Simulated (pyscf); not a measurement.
## Hydrogen abstraction: H₃Si–GeH₃ (SMILES [SiH3][GeH3]) + H• (SMILES [H]) → •H₂Si–GeH₃ (SMILES [SiH2][GeH3]) + H₂ (SMILES [H][H])

Gas phase, doublet surface, charge 0. Bonds broken: Si1–H3. Bonds formed: H3–H9. PySCF, gas phase, ωB97X-D3(BJ)/def2-SVP geometries.

Transition state (Å):

```xyz
9

Si    -0.3045     0.8337    -0.5995
Ge    -0.2003    -0.7756     1.1342
H      0.1731     2.2204    -0.0444
H     -1.7011     0.9924    -1.1015
H      0.5875     0.4579    -1.7355
H      1.2412    -0.9023     1.6512
H     -0.6619    -2.1510     0.6254
H     -1.1070    -0.3544     2.3011
H      0.5515     3.3631     0.3586
```

One imaginary mode, 907i cm⁻¹; descent along it reached the two sides named.

```json
[
 {"bond": "Si1–H3", "change": "breaks", "reactant side (Å)": "1.492", "saddle": "1.568", "product side": "3.3"},
 {"bond": "H3–H9", "change": "forms", "reactant side (Å)": "3.6", "saddle": "1.269", "product side": "0.761"}
]
```

Electronic energies relative to the separated reactants (eV):

```json
[
 {"level": "ωB97X-D3(BJ)/def2-TZVP", "barrier": "0.18", "reaction energy": "-0.60", "reverse barrier": "0.78"},
 {"level": "PBE/def2-TZVP", "barrier": "0.00", "reaction energy": "-0.70", "reverse barrier": "0.70"},
 {"level": "r²SCAN/def2-TZVP", "barrier": "-0.06", "reaction energy": "-0.78", "reverse barrier": "0.72"},
 {"level": "B3LYP-D3(BJ)/def2-TZVP", "barrier": "-0.01", "reaction energy": "-0.75", "reverse barrier": "0.74"},
 {"level": "PBE0-D3(BJ)/def2-TZVP", "barrier": "0.06", "reaction energy": "-0.64", "reverse barrier": "0.70"},
 {"level": "M06-2X/def2-TZVP", "barrier": "0.20", "reaction energy": "-0.74", "reverse barrier": "0.95"},
 {"level": "ωB97M-D3(BJ)/def2-TZVP", "barrier": "0.18", "reaction energy": "-0.60", "reverse barrier": "0.78"},
 {"level": "HF/def2-TZVP", "barrier": "0.51", "reaction energy": "-0.41", "reverse barrier": "0.92"}
]
```

With ωB97M-D3(BJ)/def2-TZVP energies and thermal terms (ideal gas, 1 atm, RRHO with modes under 100 cm⁻¹ raised to 100, one conformer, R ln 2 for chiral ones without a mode under 150 cm⁻¹), in eV:

| T (K) | ΔH‡ | ΔG‡ | ΔH | ΔG |
|---|---|---|---|---|
| 298 | 0.12 | 0.37 | -0.56 | -0.65 |
| 600 | 0.11 | 0.62 | -0.56 | -0.74 |
| 900 | 0.11 | 0.87 | -0.58 | -0.82 |
| 1200 | 0.10 | 1.12 | -0.61 | -0.90 |

At r²SCAN, B3LYP-D3(BJ) this geometry lies under the reactants; that is no barrier but a single point on another level's saddle; such a level's own saddle, if it has one, lies nearer that side and is low. •H₂Si–GeH₃ lies 0.36 eV over its isomer H₃Si–GeH₂• (electronic energy, ωB97M-D3(BJ)/def2-TZVP). One saddle was located; it need not be the lowest between these sides. The angle at the transferred H is 178°. Elements up to Kr have no core potential and no relativistic terms here.
